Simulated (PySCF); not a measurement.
## Rotational lines of CH⁺

Lines J+1 ← J of the vibrational ground state, computed from PBE0 constants of CH⁺, ¹Σ⁺ (singlet), closed shell (PySCF, no relativity, basis sets H def2-TZVP, C def2-TZVP; masses 1.0078 and 12.0000 u), in MHz:

| J | ν (MHz) |
| --- | --- |
| 2 | 2461625 |
| 3 | 3277533 |
| 4 | 4089469 |
| 5 | 4896441 |
| 6 | 5697455 |

(1) Find B0 and the effective bond length r0; with αe = 0.466 cm⁻¹, find Re.

For an ion De counts to the pair picked by the measured ionisation energies or electron affinities, which need not be the lowest pair at this level.

## Answers

(1) ν = 2B0(J+1) − 4D(J+1)³ gives B0 = 13.710 cm⁻¹. With the reduced mass μred = 0.92974 u, r0 = √(16.8576/(μred·B0)) (u, cm⁻¹, Å) = 1.1500 Å. Be = B0 + αe/2 = 13.943 cm⁻¹ gives Re = 1.140 Å.
